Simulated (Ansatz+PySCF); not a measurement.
Values are calculated unless marked as measured or tabulated.
## Ansatz (development build ahead of 0.2.0) run

```yaml
crystal:
  periodic: [false, false, false]
  atoms:
    - { symbol: Li, position_ang: [0.0, 0.0, -0.85884] }
    - { symbol: H, position_ang: [0.0, 0.0, 2.57652] }
basis:
  gaussian: { orbitals: "6-31G" }
magnetization:
  spin_polarized: true
hamiltonian:
  xc: pbe0
```

The input is written out in the form of the current development build from the run's settings.

Output:

```
Converged                       : yes
Total energy                    : -7.97346 hartree
Spin squared of the determinant : 0.706
```

Caution: charge can spread falsely over distant fragments; the unrestricted determinant is spin contaminated.
